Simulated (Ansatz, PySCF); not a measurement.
Molecule: SiF4, net charge 0, singlet state. 
Geometry from a B3LYP-D3(BJ)/def2-TZVP (Ansatz, a program for electronic structure) optimisation:
SMILES: F[Si](F)(F)F
```xyz
5

Si     0.0000     0.0000     0.0000
F      0.9027     0.9354     0.8757
F     -0.8806    -0.8997     0.9336
F     -0.9289     0.8739    -0.9111
F      0.9068    -0.9096    -0.8983
```
Charge 0, spin multiplicity 1.

Quantity: atomisation energy (electronic, to ground-state atoms), in kcal/mol. Correlated levels leave the core frozen unless marked. Open shells are spin-unrestricted. Spin-orbit coupling is left out. Non-relativistic unless marked X2C. The coupled-cluster limit lacks core correlation, which all-electron functionals hold. CBS marks a two-point X^-3 extrapolation of the correlation energy; Hartree-Fock from the larger set. [CCSD(T)-MP2]/basis is that difference in the basis named.

```
level                                                                            program  atomisation energy (kcal/mol)
-------------------------------------------------------------------------  -------------  -----------------------------
revPBE/def2-TZVPD                                                                 Ansatz                              …
PBE0/def2-SVP                                                                     Ansatz                          535.6
TPSSh-D3(BJ)/def2-TZVPD                                                    PySCF + dftd3                          552.9
wB97X-V/def2-TZVPD                                                                Ansatz                          565.2
RPA@PBE/cc-pV(Q+d)Z                                                               Ansatz                          524.0
SCS-MP2/aug-cc-pV(T+d)Z                                                           Ansatz                          575.8
CCSD/aug-cc-pV(T+d)Z                                                              Ansatz                              …
CCSD/cc-pwCVTZ                                                                    Ansatz                              …
X2C-CCSD(T)/cc-pVTZ-DK                                                            Ansatz                              …
RI-MP2/CBS(aug-cc-pV(T+d)Z,aug-cc-pV(Q+d)Z)+[CCSD(T)-MP2]/aug-cc-pV(T+d)Z         Ansatz                          576.3
```

**Question.** What belongs in the gaps?

**Answer.** 
- revPBE/def2-TZVPD, atomisation energy (kcal/mol): 543.4
- CCSD/aug-cc-pV(T+d)Z, atomisation energy (kcal/mol): 551.2
- CCSD/cc-pwCVTZ, atomisation energy (kcal/mol): 548.6
- X2C-CCSD(T)/cc-pVTZ-DK, atomisation energy (kcal/mol): 545.3
